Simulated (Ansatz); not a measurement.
Process, species as SMILES: N#[C] (C-N) → CN- (singlet, bonded as [C]#N) (an electron is taken up)
B3LYP-D3(BJ)/def2-TZVP geometries, fixed; electronic energies without zero-point terms; positive where energy is released.
Largest species:
```
C
N 1 1.1622
```
Charge 0, spin multiplicity 2.

Effect of the final integration grid (spheres per factor e of radius in core and valence, angular degree) at PBE/cc-pVTZ with Ansatz (a program for electronic structure), against the last row, where the adiabatic electron affinity is 3.39 eV. Open shells are unrestricted. The default's grid is 13, 11, 36.

```tsv
setting	largest shift of a total energy (mEh)	shift of the adiabatic electron affinity (eV)
accuracy: medium (default)	0.000	0.000
final_grid: 4, 3, 11	0.194	-0.003
final_grid: 6, 5, 17	-0.061	0.000
final_grid: 8, 7, 23	-0.005	0.000
final_grid: 10, 9, 29	-0.001	0.000
final_grid: 18, 15, 47	0.000	0.000
final_grid: 26, 22, 59	0.000	0.000
```

Within 0.002 eV in the adiabatic electron affinity: accuracy: medium (default); final_grid: 6, 5, 17; final_grid: 8, 7, 23; final_grid: 10, 9, 29; final_grid: 18, 15, 47. The largest shift is 0.194 mEh in a total energy and 0.003 eV in the difference.
